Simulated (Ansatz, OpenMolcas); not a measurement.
BCl (SMILES [B]Cl): methods side by side

BCl: 2 atoms, total charge 0, spin state singlet. SMILES: `[B]Cl`. The coordinates come from a PBE0-D4/def2-TZVP relaxation.

```xyz
2

B     0.0000    0.0000   -0.0697
Cl    0.0000    0.0000    1.6482
```

Quantity: the energy change with the B1–Cl2 bond stretched from 1.718 to 4.295 Å, in eV. The values are calculated.

```json
{"level": "HF/STO-3G (restricted)", "kind": "Hartree–Fock", "program": "Ansatz", "value (eV)": "7.38", "less FCI/STO-3G": "+2.37"}
{"level": "wB97X/STO-3G (restricted)", "kind": "range-separated hybrid", "program": "Ansatz", "value (eV)": "7.00", "less FCI/STO-3G": "+1.99"}
{"level": "RPA@PBE/STO-3G (restricted)", "kind": "RPA", "program": "Ansatz", "value (eV)": "3.32", "less FCI/STO-3G": "-1.69"}
{"level": "SC-NEVPT2(2,2)/STO-3G", "kind": "multireference", "program": "OpenMolcas", "value (eV)": "5.11", "less FCI/STO-3G": "+0.10"}
{"level": "CCSD(T)/STO-3G (restricted)", "kind": "coupled cluster or CI", "program": "Ansatz", "value (eV)": "5.01", "less FCI/STO-3G": "0.00"}
{"level": "CCSD/STO-3G (restricted)", "kind": "coupled cluster or CI", "program": "Ansatz", "value (eV)": "4.93", "less FCI/STO-3G": "-0.08"}
{"level": "CCSDT/STO-3G (restricted)", "kind": "coupled cluster or CI", "program": "Ansatz", "value (eV)": "5.00", "less FCI/STO-3G": "-0.01"}
{"level": "CISD/STO-3G (restricted)", "kind": "coupled cluster or CI", "program": "OpenMolcas", "value (eV)": "5.61", "less FCI/STO-3G": "+0.60"}
{"level": "FCI/STO-3G", "kind": "exact in the basis", "program": "OpenMolcas", "value (eV)": "5.01", "less FCI/STO-3G": "0.00"}
```

FCI/STO-3G is exact within its basis and frozen core, so for wave-function methods in that basis the difference is their error; functionals converge differently with the basis, so for them it is only a difference. Spin-restricted single references rise too steeply as a bond breaks, Hartree–Fock most of all. The first shape isn't each level's own minimum. The values span 3.32 to 7.38 eV. All rows use very small basis sets, so even the best lies far from the true value.
